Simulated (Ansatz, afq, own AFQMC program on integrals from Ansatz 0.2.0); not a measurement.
Integrals from Ansatz 0.2.0, then the random walk in our own AFQMC program (afq).

```yaml
crystal:
  periodic: [false, false, false]
  atoms:
    - {symbol: V, position_ang: [0.000000, 0.000000, 0.000000]}
    - {symbol: H, position_ang: [0.977798, 0.980911, 1.015549]}
    - {symbol: H, position_ang: [-0.981781, -0.975570, 1.016851]}
    - {symbol: H, position_ang: [-0.976246, 0.977112, -1.020691]}
    - {symbol: H, position_ang: [0.980228, -0.982453, -1.011708]}
basis:
  gaussian: {orbitals: def2-TZVP}
magnetization: {spin_polarized: true, initial_magnetization: 3}
correlation: {method: ccsd_t, electrons: outside_noble_gas, hamiltonian_folder: ham}
```

```sh
$ ansatz run in.yaml --threads 1 --pin off --events-out ev --progress --plain --max-ram 24576MiB --backend cuda --devices 0, --max-vram 18GiB
```

Options of the walk:

```
--method phaseless --trial hf --walkers 4000 --populations 20 --least-time 40 --time-step 0.005 --steps-per-block 20 --equilibration-blocks 160 --max-blocks 4000 --target-error 0.0009000 --factor-cut 1e-05 --start spin_pure --seed 5255 --taylor-order 6
```

Times are imaginary, in 1/Eh. The walk had a cap of 83 s. With eight or more populations the least sampling time is a fifth of least-time, and the error comes from their spread.

```
orbitals 60  electrons 6 3  factors 488 of 587
reference energy -945.00466869 Eh
CCSD correlation -0.16446265 Eh in 23 cycles, weight of the determinant in the CISD state 0.8342
energy of the start -945.006070 Eh
 block  time / (1/Eh)  mean weight  energy / Eh
     1     0.100  1.0009  -945.037420
     2     0.200  1.0008  -945.060578
     3     0.300  1.0009  -945.079114
     4     0.400  1.0009  -945.092249
     5     0.500  1.0007  -945.102964
    10     1.000  0.9999  -945.133125
    29     2.900  1.0002  -945.168191
    43     4.300  1.0001  -945.171874
    78     7.800  1.0000  -945.183243
   113    11.300  0.9998  -945.182908
   148    14.800  1.0001  -945.184232
   176    17.600  1.0003  -945.192146
   183    18.300  0.9990  -945.184774
   218    21.800  0.9998  -945.178393
   253    25.300  1.0001  -945.182413
   288    28.800  1.0000  -945.187851
error from the spread of 20 populations
energy -945.184877 +/- 0.000872 Eh
(rows thinned)
```

(1) Estimate how long the walk took on 1 × NVIDIA H100 80GB HBM3 with 2 threads of AMD EPYC 7R13 Processor (Zen 3) (shared host) (the card was shared).

The run passed its tests (sampling time, drift between the halves within three errors, error under three times the target), which doesn't prove that it has relaxed.

Against this walk (error 23.7 meV) on the same determinant: CCSD(T) 177.8 meV higher, CCSDT(Q) 61.1 meV higher, a separate phaseless walk with a CISD trial and standard settings 120.8 ± 24.0 meV higher. The error is statistical and leaves out the bias of the constraint. None of these is a sure reference here.

Cautions: constraint bias not in the error; no relativity below Rb; outer-core shells of the metal frozen; lower spins were not checked; higher spins were not checked; strong correlation (T1 0.063, weight of the determinant 0.83, largest double 0.04); unrestricted determinant slightly spin contaminated (⟨S²⟩ 3.82 against 3.75).

## Answers

(1) 41 s of wall time.

CCSDT and higher add their correlation energy to the determinant of the CCSD(T) run, since their own runs factorise the integrals more tightly (a shift of under 2 meV).
